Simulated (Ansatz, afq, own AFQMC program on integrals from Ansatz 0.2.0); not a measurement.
# SbH⁺, quartet: AFQMC among the cluster methods

```xyz
2

Sb    0.0000    0.0000    0.0000
H     0.0000    0.0000    2.1080
```

Basis def2-TZVP with its core potentials. Only valence electrons are correlated. Integrals, coupled cluster, full CI and functionals: Ansatz 0.2.0; the random walks run on the same integrals in our own AFQMC program. The CISD trial takes its coefficients from CCSD amplitudes. Released means that phaseless walkers are propagated on without the constraint, phases kept. ± is one standard error of the sampling. No spin–orbit coupling.

Determinant: UHF, the one that the program's search chose, which needn't be the lowest solution. The geometry is a point of a scan.

Full CI on the same integrals is exact in this basis and with this determinant's frozen core.

Cautions: no spin-orbit coupling; inner d shell frozen; lower spins were not checked.

The T1 diagnostic is 0.0224, the weight of the determinant in the CISD state is 0.939 and the ⟨S²⟩ of the determinant is 3.769. The size of the correlated space is 5 electrons in 47 orbitals.

```
  level  correlation energy (eV)
    MP2                  -1.4201
   CCSD                  -1.8467
CCSD(T)                  -1.9002
```

(1) Estimate where phaseless AFQMC with a CISD trial lies against CCSD(T) on the same integrals.

(1) 13.4 ± 0.7 meV below CCSD(T).

Reference: full CI, correlation energy -1.917 eV. The released energy is read at 2.40 1/Eh (meV from the phaseless value at times in 1/Eh: -4 ± 3 at 0.24, -2.3 ± 0.8 at 0.51, -2.4 ± 0.4 at 0.99, -2.7 ± 0.4 at 1.62, -2.1 ± 0.6 at 2.40).

```json
{"level": "CCSD(T)", "E − E(reference) (meV)": "16.7", "share of correlation (%)": "99.13"}
{"level": "CCSDT", "E − E(reference) (meV)": "1.8", "share of correlation (%)": "99.90"}
{"level": "CCSDT(Q)", "E − E(reference) (meV)": "0.4", "share of correlation (%)": "99.98"}
{"level": "ph-AFQMC/CISD", "E − E(reference) (meV)": "3.3 ± 0.7", "share of correlation (%)": "99.83"}
{"level": "released AFQMC", "E − E(reference) (meV)": "1.3 ± 0.6", "share of correlation (%)": "99.93"}
```

CCSDT and higher add their correlation energy to the determinant of the CCSD(T) run, since their own runs factorise the integrals more tightly (a shift of under 2 meV). A walk keeps the symmetry of its determinant, which the program's search chose and which needn't be the lowest solution, so a lower state of the same spin and another symmetry isn't excluded. Released energies are given only where the last usable release times agree within the noise; a slower fall can still hide under it.
